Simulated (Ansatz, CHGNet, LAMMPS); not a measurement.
## hcp Zn: properties by level of theory

Reference values: lattice constant a 2.665 Å (measured, 293 K, no zero-point or thermal correction, our sources range from 2.660 to 2.665; as tabulated in Wikipedia's data pages); lattice parameter c 4.946 Å (measured, 293 K, no zero-point or thermal correction; as tabulated in Wikipedia's data pages).

| level (code) | equilibrium lattice constant a (Å) | lattice parameter c (Å) |
|---|---|---|
| COMB comb3 (LAMMPS) | 2.785 | 4.546 |
| CHGNet 0.3.0 | 2.664 | ___ |
| CHGNet-r²SCAN | 2.587 | 5.037 |
| LDA (Ansatz) | ___ | 4.803 |
| r²SCAN+rVV10 (Ansatz) | 2.597 | 4.867 |

**Question.** Complete the blanks.

**Answer.** 
- CHGNet 0.3.0, lattice parameter c (Å): 4.997
- LDA (Ansatz, a quantum-chemistry and plane-wave program), equilibrium lattice constant a (Å): 2.559

Differences from the reference values (errors of the level alone only where the reference is corrected to a static lattice):

| level | lattice constant a (%) | lattice parameter c (%) |
|---|---|---|
| COMB comb3 | +4.50 | -8.09 |
| CHGNet 0.3.0 | -0.04 | +1.03 |
| CHGNet-r²SCAN | -2.93 | +1.84 |
| LDA | -3.98 | -2.89 |
| r²SCAN+rVV10 | -2.55 | -1.60 |

Nearest: lattice constant a, not ranked (reference at room or unstated temperature); lattice parameter c, not ranked (reference at room or unstated temperature). Values with a doubt, or to which a potential was fitted, aren't ranked.

Empirical potentials (COMB comb3) are fitted to chosen data: where that held the value shown, agreement is built in, and what lay outside the fit can be far off. Machine-learned potentials (CHGNet 0.3.0, CHGNet-r²SCAN) are trained on DFT data: a solid inside that data is no test of them.

Caveats: the cell has another shape than the first-principles one, perhaps another minimum in the same group (COMB comb3). Ansatz's density-functional and Hartree–Fock values are scalar-relativistic unless marked +SOC, with PAW data made under PBE.

Differences are worked out from the printed values.

Static lattice: no zero-point or thermal effects.
